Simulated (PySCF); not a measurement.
## Spin-rotation constants: cyclopentanethiol (SC1CCCC1, C₅H₁₀S)

Geometry:
| atom | x (Å) | y (Å) | z (Å) |
| --- | --- | --- | --- |
| S1 | 2.270 | 0.711 | -0.439 |
| C2 | 1.083 | -0.465 | 0.319 |
| C3 | 0.130 | 0.225 | 1.287 |
| C4 | -1.003 | 0.767 | 0.406 |
| C5 | -0.988 | -0.081 | -0.882 |
| C6 | 0.154 | -1.092 | -0.714 |
| H7 | 1.353 | 1.509 | -0.978 |
| H8 | 1.730 | -1.194 | 0.807 |
| H9 | -0.255 | -0.519 | 1.987 |
| H10 | 0.622 | 1.009 | 1.861 |
| H11 | -1.962 | 0.698 | 0.919 |
| H12 | -0.833 | 1.818 | 0.173 |
| H13 | -1.937 | -0.591 | -1.038 |
| H14 | -0.810 | 0.550 | -1.753 |
| H15 | 0.665 | -1.305 | -1.652 |
| H16 | -0.227 | -2.033 | -0.313 |

The calculation used PySCF 2.14.0, GIAO HF/pcSseg-1 magnetisability, rotational g tensor and spin-rotation constants, non-relativistic, gas phase. Geometry: GFN2-xTB.

Give the nuclear spin-rotation constants along the inertial axes (H = +C I·J) beside the isotropic shieldings.

Rotational constants 4.6386, 2.2313, 2.0105 GHz. A star marks the isotopologue with that one atom substituted, in its own axes.
| atom | isotope | Caa (kHz) | Cbb (kHz) | Ccc (kHz) | mean (kHz) | σ (ppm) |
| --- | --- | --- | --- | --- | --- | --- |
| H7 | 1H | -0.378 | -0.281 | -0.029 | -0.229 | 30.4 |
| H8 | 1H | -0.369 | -0.248 | 0.015 | -0.201 | 29.6 |
| H9 | 1H | -0.362 | -0.226 | -0.028 | -0.205 | 30.4 |
| H10 | 1H | -0.358 | -0.015 | -0.215 | -0.196 | 30.3 |
| H11 | 1H | 0.031 | -0.209 | -0.214 | -0.131 | 30.5 |
| H12 | 1H | -0.421 | -0.217 | -0.010 | -0.216 | 30.5 |
| H13 | 1H | 0.031 | -0.209 | -0.214 | -0.130 | 30.5 |
| H14 | 1H | -0.421 | -0.217 | -0.010 | -0.216 | 30.5 |
| H15 | 1H | -0.358 | -0.015 | -0.216 | -0.196 | 30.3 |
| H16 | 1H | -0.362 | -0.226 | -0.028 | -0.205 | 30.4 |
| S1 | 33S* | 1.259 | 0.448 | 0.338 | 0.682 | 591.0 |
| C2 | 13C* | 0.774 | 0.340 | 0.352 | 0.489 | 152.8 |
| C3 | 13C* | 0.696 | 0.302 | 0.377 | 0.459 | 157.6 |
| C4 | 13C* | 0.681 | 0.249 | 0.288 | 0.406 | 173.2 |

For the geometry as given, no vibrational averaging.

How do the rotational constants and the g tensor change when H7, H8, H9, H10, H11, H12, H13, H14, H15, H16 are replaced by deuterium?

Constants 3.5546, 1.9350, 1.7478 GHz; g -0.0005, -0.0042, -0.0050, against -0.0004, -0.0046, -0.0056 before.
